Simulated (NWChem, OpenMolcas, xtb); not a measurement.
## How methods differ on BH (SMILES [BH])

BH has 2 atoms, charge 0, and is taken as a singlet. As SMILES, `[BH]`. The bond length is the measured one.

```xyz
2

B     0.0000    0.0000    0.0000
H     0.0000    0.0000    1.2324
```

Each level gives the dipole moment (D). The values are calculated.

```
                level                    kind     program  value (D)   CPU time
             GFN0-xTB          semi-empirical         xtb       0.01  under 2 s
       HF/def2-TZVPPD            Hartree–Fock      NWChem       1.75      5.1 s
    SVWN5/def2-TZVPPD                     LDA  OpenMolcas       1.59      4.5 s
   revPBE/def2-TZVPPD                     GGA  OpenMolcas       1.52      5.6 s
   r2SCAN/def2-TZVPPD                meta-GGA  OpenMolcas       1.60      7.2 s
    BHLYP/def2-TZVPPD           global hybrid      NWChem       1.63      8.7 s
CAM-B3LYP/def2-TZVPPD  range-separated hybrid      NWChem       1.63       18 s
```

The values span 0.01 to 1.75 D. Magnitudes only. CPU times are rough (shared hosts, several kinds of processor and program).
